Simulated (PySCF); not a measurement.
A species of formula C3H7NO has this rotational fingerprint, computed with PBE0-D3(BJ)/def2-SVP geometry optimisation, gas phase (PySCF):

```
Rotational constants : A = 9911, B = 3824, C = 2864 MHz
Dipole components    : |μa| = 1.03 D, |μb| = 3.54 D, |μc| = 0.02 D
Inertial defect      : -6.72 u·Å²
κ                    : -0.73
```

Problem. Which candidate fits, each taken in the one conformer that was computed?
A. `[CH3:1]/[N:2]=[CH:3]/[CH2:4][OH:5]` with N2–C3–C4–O5 0°, C3–C4–O5–H 0°
B. `[CH3:1][CH2:2][C:3]([NH2:4])=[O:5]` with C1–C2–C3–N4 -171°
C. dimethylformamide (`C(N(C)C)=O`)

Solution. B. It is CCC(N)=O, an asymmetric top. The candidates at the same level (rigid rotor, commonest isotopes):

| SMILES | A (MHz) | B (MHz) | C (MHz) | μa (D) | μb (D) | μc (D) | Δ (u·Å²) | point group | rotor |
| --- | --- | --- | --- | --- | --- | --- | --- | --- | --- |
| C/N=C/CO | 15065 | 2898 | 2506 | 2.39 | 1.94 | 0.00 | -6.28 | Cs | near-prolate asymmetric top |
| CN(C)C=O | 9012 | 4224 | 2985 | 3.78 | 0.44 | 0.00 | -6.43 | Cs | asymmetric top |
| CCC(N)=O | 9911 | 3824 | 2864 | 1.03 | 3.54 | 0.02 | -6.72 | near Cs | asymmetric top |

`CN(C)C=O` has B 10 % too high; `C/N=C/CO` has A 52 % too high. No structure here is proved a minimum.
